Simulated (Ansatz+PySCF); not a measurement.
A calculation with PySCF 2.14.0.

```python
from pyscf import gto, scf

mol = gto.M(atom="""
N 0.000000 0.000000 -0.141320
H 0.000000 0.000000 0.989210
""", basis='def2-svp', charge=0, spin=2)
mf = scf.UHF(mol)
mf.init_guess = 'minao'
mf.kernel()
while True:  # follow internal instabilities
    mo, _, stable, _ = mf.stability(return_status=True)
    if stable: break
    mf.kernel(mf.make_rdm1(mo, mf.mo_occ))
print(mf.converged, mf.e_tot, mf.spin_square()[0])
```

The script is written out from the run's settings.

The run gave:

| Quantity | Value |
| --- | --- |
| Converged | yes |
| Total energy | -54.90788 hartree |
| Spin squared of the determinant | 2.020 |
